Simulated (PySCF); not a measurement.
**Dipole moment and polarisability of cyclopropyl isocyanate**

Compound: cyclopropyl isocyanate, C₄H₅NO.
Cartesian coordinates in Å at the GFN2-xTB level; atoms count from 1:
```xyz
11
C4H5NO angstrom
O      3.157   -0.819   -0.642
C      2.176   -0.514   -0.103
N      1.292   -0.207    0.629
C     -0.061    0.122    0.727
C     -0.749    0.897   -0.361
C     -1.083   -0.549   -0.146
H     -0.320    0.334    1.757
H     -1.469    1.647   -0.071
H     -0.171    1.157   -1.234
H     -0.730   -1.262   -0.875
H     -2.035   -0.804    0.293
```

Level: wB97X-D/def2-SVPD (PySCF), static field, nuclei fixed, core orbitals frozen in the response. The polarisability tensor in these axes (au):

```
x   68.75 -6.35 -6.44
y   -6.35 46.87  1.76
z   -6.44  1.76 47.14
```

Q: Give the principal values, the mean and the anisotropy Δα = √{½[(α1 − α2)² + (α2 − α3)² + (α1 − α3)²]}.

A: Principal values 45.16, 45.37 and 72.23 au; mean 54.25 au = 8.04 Å³ = 8.95 × 10⁻⁴⁰ C²·m²/J; Δα = 26.97 au (50 % of the mean).

Q: What is the dipole moment, and where does it point?

A: (-3.06, 0.76, 0.38) D, 3.17 D in size, pointing from the negative to the positive side. Measured along this direction, the outermost atoms are O1 at the negative end and H8 and H11 at the positive end.

Q: Find the Langevin capture rate constant for O2+ (31.990 u) meeting this molecule (83.037 u), k = 2.342 × 10⁻⁹ cm³/s × √(α in Å³ / reduced mass in u).

A: The reduced mass is 23.09 u, so k = 1.38 × 10⁻⁹ cm³/s. The formula leaves out the permanent dipole, which adds to the capture rate.

Q: Rayleigh depolarisation ratio (linearly polarised light, static tensor)?

A: ρ = 3Δα²/(45ᾱ² + 4Δα²) = 2182.1/(132451 + 2909.4) = 0.0161.

Q: What are the principal values of the traceless quadrupole moment, Θ = ½Σq(3rr − r²1), about the centre of nuclear charge?

A: -5.16, 2.47, 2.69 D·Å. The values depend on the origin, since the dipole doesn't vanish. The electronic extent ⟨r²⟩ about the same centre is 616 bohr², a root-mean-square distance of 1.98 Å for the 44 electrons.

Q: What molar refraction does this α imply?

A: Lorentz–Lorenz: R = (4π/3)N_A α = 2.5225 cm³/(mol·Å³) × 8.04 Å³ = 20.3 cm³/mol, in the limit of long wavelengths.

Q: What would n − 1 = 2πNα be for an ideal gas of these molecules at 298.15 K and 1 atm, electronic part alone?

A: N = p/kT = 2.4615 × 10¹⁹ cm⁻³, so n − 1 = 2π × N × 8.04 × 10⁻²⁴ cm³ = 1243 × 10⁻⁶ at long wavelengths.

One conformer (not necessarily the lowest) at the GFN2-xTB geometry, without solvent, vibrations or thermal averaging.
